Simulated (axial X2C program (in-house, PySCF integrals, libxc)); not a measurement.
**AlSi⁺: from the spin-free to the two-component result**

Computed with an in-house all-electron X2C program for linear molecules (integrals from PySCF). Spin-free means the one-electron spin-free X2C Hamiltonian; two-component (2c) means X2C with spin–orbit coupling and atomic mean-field two-electron Coulomb and Gaunt terms, so the difference of the two also holds small scalar two-electron terms. Basis: Si dyall-v3z [8s7p2d1f], Al dyall-v3z [8s8p2d1f] (cores contracted in-house); Gaussian nuclei, density fitting, unrestricted open shells. Masses: Si 27.977 u, Al 26.982 u.

Spin-free state: M_S = 1, Λ = 0 (beyond evenly filled blocks: π+α, π-α); fragments Si + Al+.

| level | Re (Å) | ωe (cm⁻¹) | De (eV) | μ (D) |
| --- | --- | --- | --- | --- |
| TPSSh | 2.413 | 346.5 | 0.999 | 2.41 |

Dipoles are positive if Al is the positive end and refer to the centre of mass.

Two-component determinant lowest at the distance of the search:

Ω = 1 (⟨Sz⟩ = 1.00, ⟨Lz⟩ = 0.00 at TPSSh); fragments Si + Al+.

| level | Re (Å) | ωe (cm⁻¹) | De (eV) | μ (D) |
| --- | --- | --- | --- | --- |
| TPSSh | 2.413 | 346.3 | 0.998 | 2.41 |

Q: From the two tables, how do the constants change at the TPSSh level (2c against spin-free)?

A: At the TPSSh level Re is unchanged within 0.001 Å and ωe stays the same within 0.2 cm⁻¹; De is not compared, since the atomic limits differ or miss part of their spin–orbit lowering.

Dissociation energies refer to the lowest single-determinant-based atoms at the same level and basis. Density functionals use the spin component along the axis (collinear). In 2c an atomic determinant is not the ground J level, so De misses part of the atomic spin–orbit lowering. This holds for TPSSh. Without a current term, density functionals place determinants with orbital angular momentum somewhat too high. The state is one determinant with fixed occupations, lowest in a PBE0 search at one distance only: followed along the bond, the spin-free determinant M_S = 1, Λ = 1 reaches 0.13 eV lower at PBE0, so the state shown is not the lowest. With several unpaired electrons one determinant need not be a pure state. Open-shell Ω = 0 determinants with evenly filled partner blocks cannot be reached by this program, so the Ω shown need not be the lowest component. This is the Ω = 1 component of a π² triplet; the 0⁺ component is not one determinant and can lie lowest.
